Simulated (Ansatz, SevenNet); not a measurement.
Lattice constant a (Å) of solids drawn from the class of elemental solids other than molecular ones, at two levels: the machine-learned potential SevenNet-0 (trained on PBE and PBE+U data), and r²SCAN in Ansatz (PAW).

```
solid    SevenNet-0  r²SCAN  shift (%)
-------  ----------  ------  ---------
fcc Al        4.038   3.992      -1.14
diamond       3.571   3.560      -0.31
bcc Mo        3.167   3.151      -0.51
bcc V         2.999   2.982      -0.57
bcc Ta        3.320   3.305      -0.45
fcc Sr        6.033   6.101      +1.13
```

The shifts run from -1.14 % to +1.13 %, with a median of -0.48 %.

Of 6 rows, r²SCAN is the larger in 1 and the smaller in 5.

Ansatz's runs of these crystals have no spin polarisation. Meta-GGAs and exact exchange favour moments, which can bear on bcc V.

Spin–orbit coupling is left out, also for the solids with elements from indium on (bcc Ta); its size isn't shown.

Ansatz's density-functional and Hartree–Fock values are scalar-relativistic unless marked +SOC, with PAW data made under PBE.

Ansatz is a first-principles code.
